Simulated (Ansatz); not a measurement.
# H2Cl (doublet): from Hartree-Fock to the top rungs at distance H1–H2 along a hydrogen transfer = 1.328 Å, cc-pVTZ

How much of the correlation energy of H2Cl (doublet) does each wave-function method recover here?

The runs use Ansatz 0.2.0, Gaussian basis; cc-pVTZ, core rule «outside noble gas», up to 5 orbitals frozen.

To be run: UHF; CCSD(T) on ROHF; CCSD(T) on UHF; BCCD(T) on ROHF; CISD; CCSDT(Q) on ROHF; CCSDT(Q) on UHF; CASSCF and NEVPT2, 3 electrons in 3 orbitals; CASSCF and MRCISD+Q, 9 electrons in 6 orbitals; CASSCF and NEVPT2, 9 electrons in 6 orbitals.

6 further runs of the same task are left out: 1 for a mislabelled method, 3 that didn't finish, 2 set aside as unsound or not needed.

### Step 1. The geometry

The geometry derives from fragments relaxed apart (PBE0/def2-TZVP) and kept rigid, so it is no stationary point. A hydrogen atom is moved between rigid fragments.

3 atoms, charge 0, spin multiplicity 2.

Atoms are counted from 1 here; the program's logs count them from 0.

Bond lengths: H2–Cl3 1.350 Å.

### Step 2. UHF

The input, in.yaml:

```yaml
crystal:
  periodic: [false, false, false]
  atoms:
    - {symbol: H, position_ang: [0.000000, 0.000000, -1.335333]}
    - {symbol: H, position_ang: [0.000000, 0.000000, -0.007333]}
    - {symbol: Cl, position_ang: [0.000000, 0.000000, 1.342667]}
basis:
  gaussian: {orbitals: cc-pVTZ}
magnetization: {spin_polarized: true, initial_magnetization: 1}
hamiltonian: {xc: hf}
output: {orbitals: {seedname: orbitals}}
```

Command:

```bash
ansatz run in.yaml --threads 1 --pin off --events-out ev --progress --plain --max-ram 2393MiB
```

Further steps of the session: CCSD(T) on ROHF; CCSD(T) on UHF; BCCD(T) on ROHF; CISD; CCSDT(Q) on ROHF; CCSDT(Q) on UHF; CASSCF and NEVPT2, 3 electrons in 3 orbitals; CASSCF and MRCISD+Q, 9 electrons in 6 orbitals; CASSCF and NEVPT2, 9 electrons in 6 orbitals.

**Question.** What will the summary of the whole plan be? Wanted: UCCSDT(Q) below the RHF energy; RMP2 from UCCSDT(Q); UMP2 from UCCSDT(Q); RCCSD from UCCSDT(Q); RCCSD(T) from UCCSDT(Q); UCCSD(T) from UCCSDT(Q); RCCSDT(Q) from UCCSDT(Q); NEVPT2 pair from UCCSDT(Q); NEVPT2 valence from UCCSDT(Q).

**Answer**, as computed:

| quantity | value |
| --- | --- |
| UCCSDT(Q) below the RHF energy | -6.5339 eV |
| RMP2 from UCCSDT(Q) | +830.7 meV |
| UMP2 from UCCSDT(Q) | +827.9 meV |
| RCCSD from UCCSDT(Q) | +251.4 meV |
| RCCSD(T) from UCCSDT(Q) | +24.9 meV |
| UCCSD(T) from UCCSDT(Q) | +24.8 meV |
| RCCSDT(Q) from UCCSDT(Q) | +0.2 meV |
| NEVPT2 pair from UCCSDT(Q) | +829.0 meV |
| NEVPT2 valence from UCCSDT(Q) | +1347.8 meV |
| MRCISD+Q valence from UCCSDT(Q) | +79.4 meV |
| levels within 1 kcal/mol (43 meV) | RCCSD(T), UCCSD(T), BCCD(T), RCCSDT, UCCSDT, RCCSDT(Q) |
| T1 diagnostic | 0.017 |
| effectively unpaired electrons | 1.01 |

**Reading.** RCCSD(T) lands +24.9 meV from the yardstick (0.4 % of the correlation energy). One determinant dominates. Of the multireference levels listed MRCISD+Q valence comes nearest in total energy (+79.4 meV), which doesn't show that its space is the better one. These misses are within one basis, not against nature; the frozen cores of restricted and unrestricted runs differ, which can shift their rows.
